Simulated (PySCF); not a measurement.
All of these have the formula C6H12. Method used: TDDFT CAM-B3LYP/def2-SVPD, vertical, gas phase, core orbitals frozen in the response in PySCF 2.14.0, density-fitted response routines. Geometries: PBE0-D3(BJ)/def2-SVP; one conformer of each isolated species. Triplets are in the Tamm–Dancoff approximation.

A. `C(C)(C)=CCC`
B. `CC1(C)CCC1`
C. `C=C[C@H](C)CC`
D. `C/C=C/CCC`

Lowest singlet levels (six at most, fewer where fewer were computed) with oscillator strengths:

1. 6.45 eV (f 0.016); 6.90 eV (f 0.480); 7.27 eV (f 0.020); 7.39 eV (f 0.023); 7.92 eV (f 0.043); 8.15 eV (f 0.012); T1 4.24 eV
2. 6.93 eV (f 0.024); 7.09 eV (f 0.423); 7.18 eV (f 0.000); 7.54 eV (f 0.015); 8.03 eV (f 0.003); 8.24 eV (f 0.001); T1 4.30 eV
3. 8.16 eV (f 0.006); 8.16 eV (f 0.094); 8.59 eV (f 0.040); 8.72 eV (f 0.003); 8.75 eV (f 0.079); 8.94 eV (f 0.017); T1 7.99 eV
4. 7.38 eV (f 0.053); 7.39 eV (f 0.422); 7.68 eV (f 0.001); 7.93 eV (f 0.002); 8.08 eV (f 0.003); 8.44 eV (f 0.008); T1 4.39 eV

Task: Match each spectrum to its molecule.

Result: 1 = A, 2 = D, 3 = B, 4 = C.
- A: S1 at 6.45 eV, HOMO→LUMO (87%); Löwdin shares by element: HOMO carbon 77% or more (atoms not listed hold the other 23%); LUMO carbon 43% or more (atoms not listed hold the other 57%); HOMO -7.94 and LUMO 1.31 eV.
- B: S1 at 8.16 eV, HOMO-1→LUMO (91%); Löwdin shares by element: HOMO (one of a set within 0.03 eV) carbon 64% or more, hydrogen 6% or more (atoms not listed hold the other 31%); LUMO carbon 41% or more (atoms not listed hold the other 59%); HOMO -9.64 and LUMO 1.33 eV; point group Cs.
- C: S1 at 7.38 eV, HOMO→LUMO+1 (59%), HOMO→LUMO+4 (27%); Löwdin shares by element: HOMO carbon 82% or more (atoms not listed hold the other 17%); LUMO carbon 63% or more, hydrogen 13% or more (atoms not listed hold the other 24%); HOMO -8.74 and LUMO 1.43 eV.
- D: S1 at 6.93 eV, HOMO→LUMO (46%), HOMO→LUMO+1 (40%); Löwdin shares by element: HOMO carbon 81% or more (atoms not listed hold the other 19%); LUMO carbon 45% or more (atoms not listed hold the other 55%); HOMO -8.23 and LUMO 1.45 eV.
